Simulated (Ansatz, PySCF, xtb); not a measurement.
Acid–base and redox partners of CN. Isolated molecules, 0 K electronic values unless said otherwise. One relaxed conformer stands for each flexible species; it need not be the lowest. Strings in code marks are SMILES.

Quantity: proton affinity at 298 K, in eV. Thermal and zero-point terms are GFN2-xTB rigid-rotor harmonic values (xtb).

Level 1: M06-2X/6-31G* // PBE0-D4/def2-TZVP (PySCF)
Level 2: frozen-core MP2/6-31G* // PBE0-D4/def2-TZVP (PySCF)
Level 3: HF/6-31G* // PBE0-D4/def2-TZVP (PySCF)
Level 4: HF/cc-pVTZ // PBE0-D4/def2-TZVP (Ansatz, a quantum-chemistry and plane-wave program)

| species | level 2 | level 3 | level 4 |
|---|---|---|---|
| proton added at N2: `[NH3+]C` | 9.56 | 9.60 | 9.65 |

### Question
What does level 1 give for each?

### Answer

- proton added at N2: `[NH3+]C`: 9.46
